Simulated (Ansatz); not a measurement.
# CH3BS: the cost of one run

All numbers are computed with Ansatz 0.2.0, driven from Python. Level of theory: MP2/def2-SVP.

### 1 The structure

Bond lengths: B1–C2 1.530 Å, C2–S3 1.408 Å, B1–H4 1.128 Å, B1–H5 1.247 Å, C2–H6 1.103 Å. Angles: B1–C2–S3 117.6°, B1–C2–H6 121.8°, S3–C2–H6 120.6°, C2–B1–H4 123.1°, C2–B1–H5 118.0°, H4–B1–H5 118.8°.

The script holds or builds the structure itself.

### 2 Script

ch3bs.py reads:

```python
import ansatz as az

BASIS = "def2-SVP"
LEVEL = "mp2"

FIRST = [
    ("B", (-0.5908, -0.2339, -0.4357)),
    ("C", (0.5609, 0.2776, 0.4313)),
    ("S", (1.4482, -0.6753, 0.966)),
    ("H", (-0.7415, -1.3252, -0.6799)),
    ("H", (-1.3839, 0.6038, -0.9096)),
    ("H", (0.7072, 1.3531, 0.6279)),
]
SECOND = [
    ("B", (-0.6301, -3.1639, 1.7336)),
    ("C", (-1.381, -3.5673, 3.0037)),
    ("S", (-0.6259, -3.7526, 4.1771)),
    ("H", (0.4841, -2.9882, 1.7053)),
    ("H", (-1.2915, -3.0021, 0.6887)),
    ("H", (-2.476, -3.7001, 3.0142)),
]

def energy(atoms, ghosts=()):
    molecule = az.Crystal.molecule()
    for symbol, xyz in atoms:
        molecule = molecule.atom(symbol, xyz)
    calc = (
        molecule.calculation()
        .basis(gaussian=BASIS)
        .correlation(LEVEL)
    )
    deck = calc.input()
    if ghosts:
        deck = deck.set(az.key.basis.gaussian.ghost_atoms, [{"symbol": s, "position_ang": list(xyz)} for s, xyz in ghosts])
    return az.Session.from_dict(deck).plan().execute().report["free_energy_ev"]

both = energy(FIRST + SECOND)
alone = energy(FIRST) + energy(SECOND)
ghosted = energy(FIRST, SECOND) + energy(SECOND, FIRST)
print(f"dimer {both:.6f} eV")
print(f"interaction, uncorrected   {96.485332 * (both - alone):8.3f} kJ/mol")
print(f"interaction, counterpoise  {96.485332 * (both - ghosted):8.3f} kJ/mol")
print(f"basis-set superposition    {96.485332 * (alone - ghosted):8.3f} kJ/mol")
```

### 3 The run

Command:

```bash
> python ch3bs.py
```

**Question.** How long does this script take on 1 thread of Arm Neoverse N1, shared host, and how much memory does it need?

About 16 s, with a peak of 0.31 GiB.
